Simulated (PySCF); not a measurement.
FH, SMILES F, point group C∞v.

Force field and properties: B3LYP/pcJ-1 (PySCF, grid level 2). Vibrational terms come from second-order perturbation theory with semi-diagonal cubic constants, by steps of ±0.6 along the normal coordinates of each isotopologue. The parent has the commonest isotopes.

Equilibrium geometry (Å):

| atom | x | y | z |
| --- | --- | --- | --- |
| F1 | 0.4653 | -0.0107 | -0.0125 |
| H2 | -0.4543 | 0.0157 | -0.0441 |

Q: How much do zero-point and thermal motion change the parent's shieldings?

A: 
| atom | σe (ppm) | anharmonic part, 0 K | harmonic part, 0 K | Δσ at 0 K | Δσ at 250 K | Δσ at 1000 K |
| --- | --- | --- | --- | --- | --- | --- |
| F1 | 411.03 | -7.89 | -4.31 | -12.19 | -12.58 | -13.80 |
| H2 | 29.33 | -0.59 | 0.30 | -0.29 | -0.32 | -0.41 |

Q: And the bond lengths, in the parent and with ²H at 2?

A: 
```csv
bond,re (Å),⟨r⟩ at 0 K,between mean positions,"⟨r⟩, labelled"
F1–H2,0.9205,0.9367,0.9367,0.9322
```

Q: What are the dipole moments?

A: 1.958 D at equilibrium; averaged at 0 K: parent 1.979 D; ²H at 2 1.973 D. Measured: 1.827 D (NIST CCCBDB Release 22 (SRD 101), experimental dipoles).

Q: How do the spin–spin couplings change (quoted for ¹H, ¹³C, ¹⁵N, ¹⁷O and so on whatever the masses)?

A: ¹J(F1,H2) 363.7 → 320.0 Hz (equilibrium → 0 K average). Computed couplings to fluorine can be off by tens of per cent at such levels.

The study (22 SCF points, 37 basis functions) took 6.4 s on 1 thread of Arm Neoverse V1, on a host shared with other jobs (rough), peak memory 0.24 GiB, launched as `OMP_NUM_THREADS=1 python ens_run.py task.json out`.
